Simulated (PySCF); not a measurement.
## Working with the constants of SiO⁺

PBE0 constants of SiO⁺, ²Σ⁺ (doublet), unpaired electrons σ ↑ (PySCF, no relativity, basis sets Si def2-TZVP, O def2-TZVP; masses 27.9769 and 15.9949 u):

| Property | Result |
| --- | --- |
| ωe | 1159.3 cm⁻¹ |
| ωexe | 7.14 cm⁻¹ |
| Be | 0.71961 cm⁻¹ |
| αe | 0.00607 cm⁻¹ |
| D (centrifugal) | 1.11e-06 cm⁻¹ |
| De to Si⁺ + O | 4.72 eV |

(1) Give the vibrational terms G(v) and spacings up to v = 6.

(2) How well does the Morse estimate ωe²/(4ωexe) reproduce De, and what is D0?

For an ion De counts to the pair picked by the measured ionisation energies or electron affinities, which need not be the lowest pair at this level. The state is the lowest determinant that a PBE0 search found; another state may lie lower at other levels.

## Answers

(1) G(v) = ωe(v+½) − ωexe(v+½)².

| v | G(v) (cm⁻¹) | G(v) − G(v−1) | Bv (cm⁻¹) |
| --- | --- | --- | --- |
| 0 | 578 |  | 0.7166 |
| 1 | 1723 | 1145 | 0.7105 |
| 2 | 2854 | 1131 | 0.7044 |
| 3 | 3970 | 1116 | 0.6984 |
| 4 | 5072 | 1102 | 0.6923 |
| 5 | 6160 | 1088 | 0.6862 |
| 6 | 7234 | 1074 | 0.6802 |

(2) It gives 5.83 eV, 124 % of the computed De. D0 = De − G(0) = 4.72 − 0.07 = 4.65 eV.
